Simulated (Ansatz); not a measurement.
A nudged elastic band was laid between two geometries of C4H7NO (13 atoms, charge 0, multiplicity 1).

Computed with RKS BHLYP/cc-pVDZ (Ansatz 0.2.0).

```yaml
movable_images: 7
climbing_image: yes
spring: 5.0 eV/Å²
optimiser: quadratic models (default)
start_path: IDPP
force_threshold: 0.05 eV/Å
iteration_limit: 60
end_points: relaxed
```

First end point:

```xyz
13
Properties=species:S:1:pos:R:3
C -0.451 -1.059 0.967
C 0.297 -0.103 0.070
O 1.638 -0.137 0.466
C 0.000 -0.196 -1.415
N -0.571 0.931 -1.579
C -0.356 1.294 -0.155
H -0.036 -2.065 0.869
H -1.514 -1.087 0.718
H -0.338 -0.746 2.009
H 2.144 0.445 -0.101
H 0.165 -0.957 -2.180
H -1.285 1.506 0.383
H 0.327 2.139 -0.037
```

Last end point:

```xyz
13
Properties=species:S:1:pos:R:3
C -0.473 -1.121 0.882
C 0.271 -0.175 -0.028
O 1.613 -0.567 -0.016
C -0.367 0.109 -1.375
N -0.658 1.338 -1.208
C -0.043 1.343 0.144
H -0.052 -1.065 1.890
H -0.362 -2.148 0.525
H -1.536 -0.874 0.926
H 2.108 0.005 -0.602
H -0.577 -0.492 -2.261
H -0.742 1.625 0.937
H 0.840 1.986 0.201
```

(1) Which bonds break or form, and what moves?

(2) What energy profile does the band end with?

(3) What is the geometry of the highest image?

(4) What are the harmonic wavenumbers there?

The band took 5 iterations and about 3 core-minutes.

Results:

(1) No bond is made or broken. The dihedral H8–C1–C2–O3 goes from 180 to -59°. The two ends are copies of one structure, up to a mirror image or an exchange of like atoms.

(2) The forces met the threshold. The highest image is number 4 of 0 to 8, 0.153 eV above the ends, which have the same energy within 2 meV. A vibrational analysis at the climbing image gives one clearly imaginary mode, 245i cm⁻¹: a first-order saddle point.

```json
{"image": "0", "path coordinate (Å)": "0.00", "energy (eV)": "0.000", "dihedral H8–C1–C2–O3 (°)": "180"}
{"image": "1", "path coordinate (Å)": "0.43", "energy (eV)": "0.023", "dihedral H8–C1–C2–O3 (°)": "-165"}
{"image": "2", "path coordinate (Å)": "0.86", "energy (eV)": "0.078", "dihedral H8–C1–C2–O3 (°)": "-150"}
{"image": "3", "path coordinate (Å)": "1.29", "energy (eV)": "0.132", "dihedral H8–C1–C2–O3 (°)": "-135"}
{"image": "4", "path coordinate (Å)": "1.72", "energy (eV)": "0.153", "dihedral H8–C1–C2–O3 (°)": "-120"}
{"image": "5", "path coordinate (Å)": "2.16", "energy (eV)": "0.131", "dihedral H8–C1–C2–O3 (°)": "-104"}
{"image": "6", "path coordinate (Å)": "2.59", "energy (eV)": "0.077", "dihedral H8–C1–C2–O3 (°)": "-89"}
{"image": "7", "path coordinate (Å)": "3.03", "energy (eV)": "0.023", "dihedral H8–C1–C2–O3 (°)": "-74"}
{"image": "8", "path coordinate (Å)": "3.47", "energy (eV)": "0.000", "dihedral H8–C1–C2–O3 (°)": "-59"}
```

(3) 
```xyz
13
Properties=species:S:1:pos:R:3
C -0.468 -1.116 0.921
C 0.273 -0.160 -0.007
O 1.633 -0.485 0.062
C -0.314 0.041 -1.391
N -0.643 1.268 -1.303
C -0.094 1.356 0.075
H 0.256 -1.794 1.376
H -1.204 -1.718 0.382
H -0.991 -0.585 1.720
H 2.119 0.089 -0.530
H -0.468 -0.612 -2.252
H -0.841 1.651 0.817
H 0.764 2.031 0.143
```

(4) 245i, 190, 330, 392, 421, 452, 522, 710, 905, 928, 951, 1007, 1016, 1034, 1150, 1169, 1201, 1270, 1288, 1347, 1432, 1458, 1512, 1517, 1523, 1756, 3131, 3138, 3191, 3212, 3216, 3231, 3941 cm⁻¹.

Time of the run: 100 s on 2 threads of AMD EPYC 9B14 (Zen 4), with other jobs on the host, peak memory 0.3 GiB.
